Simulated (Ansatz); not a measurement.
`[O]=[Al][Cl]`, 3 atoms. Total charge 0; spin multiplicity 1. All runs use 4 threads of an Arm Neoverse V2 on a shared host. Correlated methods freeze the cores. Open-shell runs search over several starts.

Problem. Give the basis size and wall time and peak host memory of each of these runs in Ansatz. UKS PBE-D4/def2-TZVPP energy of the cation; RHF-CCSD(T)/cc-pV(Q+d)Z energy; RKS PBE0-D4/def2-SVP energy; RKS r2SCAN-D4/def2-TZVPP energy and forces; UKS B2PLYP (frozen core)/def2-TZVPP energy of the cation; RHF-CCSD(T)/def2-TZVPP energy; RKS PBE0-D4/def2-TZVP frequencies; RKS revPBE-D4/def2-TZVPP energy; RKS PBE0-D4/def2-QZVPP energy; RKS ωB97M-V/def2-SVP energy; UKS ωB97M-V/def2-TZVPP energy of the cation; RHF-CCSD(T)/cc-pV(T+d)Z energy. (Estimate.)

Solution. Ansatz gave: Other jobs shared the machine, so times are rough.

```csv
level,job,functions,wall time,peak host memory (GiB)
RKS PBE0-D4/def2-SVP,energy,50,0.25 s,0.23
RKS revPBE-D4/def2-TZVPP,energy,115,0.4 s,0.12
RHF-CCSD(T)/cc-pV(T+d)Z,energy,108,0.95 s,0.3
RKS r2SCAN-D4/def2-TZVPP,energy and forces,115,1 s,0.14
RKS ωB97M-V/def2-SVP,energy,50,1.1 s,0.23
RHF-CCSD(T)/def2-TZVPP,energy,115,1.1 s,0.34
RKS PBE0-D4/def2-QZVPP,energy,197,1.1 s,0.38
UKS B2PLYP (frozen core)/def2-TZVPP,energy of the cation,115,1.9 s,0.28
RHF-CCSD(T)/cc-pV(Q+d)Z,energy,183,3.5 s,0.96
UKS ωB97M-V/def2-TZVPP,energy of the cation,115,3.9 s,0.35
UKS PBE-D4/def2-TZVPP,energy of the cation,115,4.3 s,0.23
RKS PBE0-D4/def2-TZVP,frequencies,105,7 s,0.23
```
